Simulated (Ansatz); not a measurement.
System: hcp Y. Method: rVV10 (Ansatz, a program for electronic structure, plane waves, PAW).

Settings: plane-wave cutoff 520 eV, 18×18×10 k mesh (along the axes of the cell as run), Fermi–Dirac smearing 0.05 eV, scalar-relativistic PAW data made under PBE.

Shape and atoms are relaxed at each volume.

Pressure at four volumes; x = ln(V/32.608 Å³). One pressure is withheld.

```csv
V (Å³/atom),x,P (GPa)
31.304,-0.0408,?
31.956,-0.0202,0.91
32.608,0.0000,0.01
33.913,0.0392,-1.59
```

Pass a parabola P(x) through the three rows shown, estimate the bulk modulus and its pressure derivative near zero pressure, and predict the withheld pressure.

Slopes between the rows: (0.01 − (0.91))/(0.0000 − (-0.0202)) = -44.55 and (-1.59 − (0.01))/(0.0392 − (0.0000)) = -40.82 GPa. Their difference over the span 0.0594 is c = 3.73/0.0594 = 62.8 GPa, so P(x) = 0.91 + (-44.55)(x − (-0.0202)) + 62.8 (x − (-0.0202))(x − (0.0000)). At the middle row B = −dP/dx = −[-44.55 + 62.8 × 0.0202] = 43.3 GPa, and B′ = dB/dP = 2c/B = 2.9. At x = -0.0408 the parabola gives 1.88 GPa; the run gives 1.88 GPa. The Birch–Murnaghan fit to the energies at all volumes has B0 = 43.1 GPa and B′ = 3.0.

Measured, for comparison: bulk modulus 41.7 GPa (zero-point energy and finite temperature contributions removed, our sources range from 37.3 to 41.7; as tabulated in doi:10.1021/acs.jctc.3c00612). Computed (rounded) less measured: bulk modulus +3 % (+3 % to +16 % over the range).

Note: the bulk modulus comes from volumes at which shape and atoms were relaxed.
